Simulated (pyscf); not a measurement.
HF (SMILES F) + H₂N–Ge(F)(F)–F (SMILES [NH2][Ge]([F])([F])[F]) → F–Ge(F)(F)–F (SMILES [F][Ge]([F])([F])[F]) + NH₃ (SMILES N), a four-centre exchange (singlet surface; F–H, Ge–N broken, F–Ge, H–N formed). Single points on ωB97X-D3(BJ)/def2-SVP structures (PySCF, gas phase). Energies in kJ/mol from the separated reactants.

Small-basis levels: PySCF, no dispersion term, spherical d functions. 

Question: Quick HF/6-31G*+LANL2DZ single points give ΔE‡ = 40.8 kJ/mol and ΔE = -68.6 kJ/mol. What does ωB97M-D3(BJ)/def2-TZVP give, and how far is the quick result from it?

Answer: ωB97M-D3(BJ)/def2-TZVP gives ΔE‡ = 12.6 kJ/mol and ΔE = -28.2 kJ/mol. HF/6-31G*+LANL2DZ lies 28.2 kJ/mol over it in the barrier and 40.3 kJ/mol under it in the reaction energy, so on this step it does not hold to within 12.6 kJ/mol. ωB97M-D3(BJ)/def2-TZVP has limits of its own. On the reactant side the descent ends in a complex, 22.6 kJ/mol under the separated species and 34.1 kJ/mol under the saddle at ωB97X-D3(BJ)/def2-TZVP. On the product side the descent ends in an adduct with a Ge–N contact, 87.3 kJ/mol under the separated species and 124.1 kJ/mol under the saddle at ωB97X-D3(BJ)/def2-TZVP. What is counted as broken (Ge–N) persists as a longer contact in the product adduct; parting that adduct is a step of its own. This is the saddle that the search found; another between the same sides may lie lower. In the def2 sets elements up to Kr have no core potential.
